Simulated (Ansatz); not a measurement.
Process, species as SMILES: C#N (CH-N) → [C-]#[NH+] (C-NH)
B3LYP-D3(BJ)/def2-TZVP geometries, fixed; electronic energies without zero-point terms.

Energies in hartree at MP2 with Ansatz (an electronic-structure program); the isomerisation energy is their sum with the coefficients shown, times 627.509 kcal/mol a hartree. All functions are spherical. Cores are frozen. No added dispersion term, no relativity.

```
species            coefficient          part    cc-pVDZ    cc-pVTZ    cc-pVQZ
-----------------  -----------  ------------  ---------  ---------  ---------
C#N (CH-N)                  -1  Hartree-Fock  -92.88383  -92.90894  -92.91529
C#N (CH-N)                  -1   correlation   -0.28263   -0.34378   -0.36610
[C-]#[NH+] (C-NH)           +1  Hartree-Fock  -92.86622  -92.89264  -92.89921
[C-]#[NH+] (C-NH)           +1   correlation   -0.27089   -0.33204   -0.35429
```

Problem. Predict the isomerisation energy in cc-pV5Z (X = 5): let each Hartree-Fock step shrink by the ratio of the last two, and fit each correlation energy at X = 3 and 4 to E + A/X^3. Compare with the run.

Solution. 
- C#N (CH-N): steps -0.02511 and -0.00635, ratio 0.253, so Hartree-Fock -92.91690 (run: -92.91660); A = (-0.34378 - (-0.36610))/(1/27 - 1/64) = 1.0424, correlation -0.36610 - A/64 + A/125 = -0.37405 (run: -0.37503).
- [C-]#[NH+] (C-NH): steps -0.02642 and -0.00657, ratio 0.249, so Hartree-Fock -92.90085 (run: -92.90059); A = (-0.33204 - (-0.35429))/(1/27 - 1/64) = 1.0391, correlation -0.35429 - A/64 + A/125 = -0.36221 (run: -0.36310).
Predicted 17.50 kcal/mol; the run in cc-pV5Z gives 17.53, a miss of -0.03. Keeping the value in cc-pVQZ, 17.50, would miss by -0.03. All sums are of the energies as printed.
